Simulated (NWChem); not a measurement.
System: LiF; SMILES [Li][F]

Here is an NWChem input.

```
start job
memory heap 200 mb stack 900 mb global 1100 mb
geometry units angstroms noautoz
  Li     0.000000     0.000000    -1.146273
  F      0.000000     0.000000     0.385985
end
basis spherical
  Li library 6-31g*
  F library 6-31g*
end
dft
  xc b3lyp
  iterations 150
  mulliken
end
task dft gradient
```

Parts of the log:

```
             Northwest Computational Chemistry Package (NWChem) 7.3.0
             --------------------------------------------------------

 ORDER OF PRIMARY AXIS IS BEING SET TO 4
 C4V symmetry detected

                             Geometry "geometry" -> ""
                             -------------------------

 Output coordinates in angstroms (scale by  1.889725989 to convert to a.u.)

  No.       Tag          Charge          X              Y              Z
 ---- ---------------- ---------- -------------- -------------- --------------
    1 Li                   3.0000     0.00000000     0.00000000    -1.14919350
    2 F                    9.0000     0.00000000     0.00000000     0.38306450

 Effective nuclear repulsion energy (a.u.)       9.3246605487

      Symmetry information
      --------------------

 Group name             C4v
 Group number             18
 Group order               8
 No. of unique centers     2

                                 NWChem DFT Module
                                 -----------------

 Summary of "ao basis" -> "ao basis" (spherical)
 ------------------------------------------------------------------------------
       Tag                 Description            Shells   Functions and Types
 ---------------- ------------------------------  ------  ---------------------
 Li                          6-31g*                  6       14   3s2p1d
 F                           6-31g*                  6       14   3s2p1d

      Symmetry analysis of basis
      --------------------------

        a1         12
        a2          0
        b1          2
        b2          2
        e          12

            General Information
            -------------------
          SCF calculation type: DFT
          Wavefunction type:  closed shell.
          No. of atoms     :     2
          No. of electrons :    12
           Alpha electrons :     6
            Beta electrons :     6
          Charge           :     0
          Spin multiplicity:     1
          Use of symmetry is: on ; symmetry adaption is: on
          Maximum number of iterations: 150
          AO basis - number of functions:    28
                     number of shells:    12
          Convergence on energy requested:  1.00D-06
          Convergence on density requested:  1.00D-05
          Convergence on gradient requested:  5.00D-04

              XC Information
              --------------
                         B3LYP Method XC Potential
                     Hartree-Fock (Exact) Exchange  0.200
                        Slater Exchange Functional  0.800 local
                    Becke 1988 Exchange Functional  0.720 non-local
              Lee-Yang-Parr Correlation Functional  0.810
                  VWN I RPA Correlation Functional  0.190 local

             Grid Information
             ----------------
          Grid used for XC integration:  medium
          Radial quadrature: Mura-Knowles
          Angular quadrature: Lebedev.
          Tag              B.-S. Rad. Rad. Pts. Rad. Cut. Ang. Pts.
          ---              ---------- --------- --------- ---------
          Li                  1.45       49           8.0       434
          F                   0.50       49           7.0       434
          Grid pruning is: on
          Number of quadrature shells:    98
          Spatial weights used:  Erf1

      Superposition of Atomic Density Guess
      -------------------------------------

 Sum of atomic energies:        -106.80356697

      Non-variational initial energy
      ------------------------------

 Total energy =    -106.534407
 1-e energy   =    -166.996706
 2-e energy   =      51.137639
 HOMO         =      -0.654913
 LUMO         =      -0.051235

      Symmetry analysis of molecular orbitals - initial
      -------------------------------------------------

 !! scf_movecs_sym_adapt:    4 vectors were symmetry contaminated

  Symmetry fudging

 !! scf_movecs_sym_adapt:    2 vectors were symmetry contaminated

  Numbering of irreducible representations:

     1 a1          2 a2          3 b1          4 b2          5 e

  Orbital symmetries:

     1 a1          2 a1          3 a1          4 a1          5 e
     6 e           7 a1          8 e           9 e          10 a1
    11 a1         12 e          13 e          14 a1         15 b1
    16 b2

     ---------------------------------------------
      Total Density - Mulliken Population Analysis
     ---------------------------------------------

    Atom       Charge   Shell Charges
 -----------   ------   -------------------------------------------------------
    1 Li   3     2.09   2.00  0.01  0.05  0.00  0.01  0.02
    2 F    9     9.91   2.00  0.97  3.63  1.04  2.28  0.00

   convergence    iter        energy       DeltaE   RMS-Dens  Diis-err
 ---------------- ----- ----------------- --------- --------- ---------
 d= 0,ls=0.0,diis     1   -107.3301807790 -1.17D+02  5.74D-02  7.66D-01
 d= 0,ls=0.0,diis     2   -106.8414298158  4.89D-01  3.74D-02  6.28D+00
 d= 0,ls=0.0,diis     3   -107.4163622143 -5.75D-01  1.93D-03  9.68D-04
 d= 0,ls=0.0,diis     4   -107.4165358266 -1.74D-04  4.10D-04  6.39D-04
 d= 0,ls=0.0,diis     5   -107.4165936512 -5.78D-05  2.17D-05  4.82D-07
 d= 0,ls=0.0,diis     6   -107.4165937104 -5.92D-08  2.90D-06  2.88D-08

         Total DFT energy =     -107.416593710414
      One electron energy =     -169.642594293232
           Coulomb energy =       65.364513502653
    Exchange-Corr. energy =      -12.463173468510
 Nuclear repulsion energy =        9.324660548675

 Numeric. integr. density =       12.000000311068

                  Occupations of the irreducible representations
                  ----------------------------------------------

                     irrep           alpha         beta
                     --------     --------     --------
                     a1                4.0          4.0
                     a2                0.0          0.0
                     b1                0.0          0.0
                     b2                0.0          0.0
                     e                 2.0          2.0

                       DFT Final Molecular Orbital Analysis
                       ------------------------------------

 Vector    4  Occ=2.000000D+00  E=-2.789324D-01  Symmetry=a1
              MO Center= -4.4D-17, -2.2D-17,  3.8D-01, r^2= 5.9D-01
   Bfn.  Coefficient  Atom+Function         Bfn.  Coefficient  Atom+Function
  ----- ------------  ---------------      ----- ------------  ---------------
    19      0.633841  2 F  pz                23      0.481347  2 F  pz
     5     -0.156332  1 Li pz                 2     -0.148231  1 Li s
     9      0.146949  1 Li pz                 1      0.118010  1 Li s
     6      0.092761  1 Li s                 20      0.055742  2 F  s
    16      0.043671  2 F  s                 12      0.026890  1 Li d  0

 Vector    5  Occ=2.000000D+00  E=-2.662507D-01  Symmetry=e
              MO Center=  1.2D-14, -2.0D-14,  3.1D-01, r^2= 6.7D-01
   Bfn.  Coefficient  Atom+Function         Bfn.  Coefficient  Atom+Function
  ----- ------------  ---------------      ----- ------------  ---------------
    18      0.528933  2 F  py                22      0.371855  2 F  py
    17     -0.336654  2 F  px                21     -0.236678  2 F  px
     4      0.164836  1 Li py                 3     -0.104914  1 Li px
    11      0.045936  1 Li d -1              13      0.029238  1 Li d  1

 Vector    6  Occ=2.000000D+00  E=-2.662507D-01  Symmetry=e
              MO Center=  4.5D-16,  6.8D-16,  3.1D-01, r^2= 6.7D-01
   Bfn.  Coefficient  Atom+Function         Bfn.  Coefficient  Atom+Function
  ----- ------------  ---------------      ----- ------------  ---------------
    17      0.528933  2 F  px                21      0.371855  2 F  px
    18      0.336654  2 F  py                22      0.236678  2 F  py
     3      0.164836  1 Li px                 4      0.104914  1 Li py
    13     -0.045936  1 Li d  1              11      0.029238  1 Li d -1

 Vector    7  Occ=0.000000D+00  E=-4.860466D-02  Symmetry=a1
              MO Center= -1.0D-14,  2.6D-14, -2.2D+00, r^2= 4.7D+00
   Bfn.  Coefficient  Atom+Function         Bfn.  Coefficient  Atom+Function
  ----- ------------  ---------------      ----- ------------  ---------------
     6      0.818353  1 Li s                  5     -0.240144  1 Li pz
     9     -0.198550  1 Li pz                 1     -0.165563  1 Li s
     2      0.125088  1 Li s                 20     -0.082506  2 F  s
    23      0.055654  2 F  pz                19      0.038135  2 F  pz
    16     -0.025812  2 F  s

 Vector    8  Occ=0.000000D+00  E= 2.490270D-02  Symmetry=e
              MO Center= -5.0D-16, -2.0D-15, -1.2D+00, r^2= 8.8D+00
   Bfn.  Coefficient  Atom+Function         Bfn.  Coefficient  Atom+Function
  ----- ------------  ---------------      ----- ------------  ---------------
     8      0.854084  1 Li py                 7      0.238595  1 Li px
    18     -0.150012  2 F  py                 4      0.127013  1 Li py
    22     -0.126533  2 F  py                11     -0.054454  1 Li d -1
    17     -0.041907  2 F  px                 3      0.035482  1 Li px
    21     -0.035348  2 F  px

[...]

                         DFT ENERGY GRADIENTS

    atom               coordinates                        gradient
                 x          y          z           x          y          z
   1 Li      0.000000   0.000000  -2.171661    0.000000   0.000000   0.008256
   2 F       0.000000   0.000000   0.723887    0.000000   0.000000  -0.008256
```

Level: B3LYP/6-31G* (spherical d). Geometry: optimised at PBE0/def2-SVP.
